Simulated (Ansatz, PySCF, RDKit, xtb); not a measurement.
# C2HF2N: which of the isomers drawn lies lowest?

Which of a sample of isomers of C2HF2N is the most stable in the gas at 298.15 K, and what are its properties? The sample is small against all isomers, and the most stable one of this formula need not be in it.

Plan: many cheap relaxations first (GFN2-xTB), then density-functional screening, relaxation at PBE0-D4/def2-SVP, vibrations and a final energy. The numbers are computed, not measured.

### 1 Possible bonding patterns

Isomers were drawn by moving bonds and hydrogen atoms under normal valences; this is a sample, not all of them. O–O, O–halogen and N–halogen bonds and N–N–N chains are not drawn. That gives 5 candidates.

```
label         SMILES     spin
 c251       N#CC(F)F  singlet
 c440     FC1(F)C=N1  singlet
 c657  FC1=N[C@@H]1F  singlet
 c824     FC1=C(F)N1  singlet
 c941      N=C=C(F)F  singlet
```

Candidates are built by distance geometry, with a force field where one applies, in up to four conformers (letters a to d).

**Question.** With final energies at CCSD(T)/def2-SVP + MP2/def2-TZVPP - MP2/def2-SVP, which structure will this search put lowest in free energy, and by what margin?

| quantity | value |
| --- | --- |
| lowest structure found | N#CC(F)F, singlet, Cs |
| next finalist | FC1(F)C=N1, singlet, 31.9 kcal/mol higher in G |
| share at equilibrium, among the finalists | 100.0 % |
| harmonic wavenumbers, lowest and highest (PBE0-D4/def2-SVP) | 194 and 3102 cm⁻¹ |
| rotational constants, same geometry | 0.3351, 0.1369, 0.1032 cm⁻¹ |
| dipole moment (PBE0/def2-TZVPD) | 2.50 D |
| HOMO energy (PBE0/def2-TZVPD) | -10.65 eV |
| LUMO energy (PBE0/def2-TZVPD) | -0.77 eV |
| HOMO–LUMO gap (PBE0/def2-TZVPD) | 9.88 eV |
| lowest excitation (TD-PBE0/def2-SVPD) | 7.47 eV (f = 0.000) |
| strongest of the states computed, same level | 9.60 eV (f = 0.062) |
| lowest triplet excitation, same level, Tamm-Dancoff | 6.01 eV |
| vertical ionisation energy | 13.27 eV |
| vertical electron affinity | -0.86 eV (unbound: the value depends on the basis) |
| vertical triplet less singlet | +6.20 eV |

`N#CC(F)F` comes out lowest. Among the finalists first place is clear (31.9 kcal/mol); structures outside the list aren't covered. GFN2-xTB, HF/STO-3G, r2SCAN-D4/def2-SVP, PBE0-D4/def2-SVP, HF/def2-SVP and MP2/def2-SVP already put its bonding pattern lowest among the structures in one piece. Lowest found is not proven lowest: the search is finite, and each finalist counts with one conformer. Only 5 drawn patterns were tried, so whole families of isomers are missing, and the result ranks this sample alone. The lowest isomer need not be the one that is made and kept in a bottle, which depends on barriers.
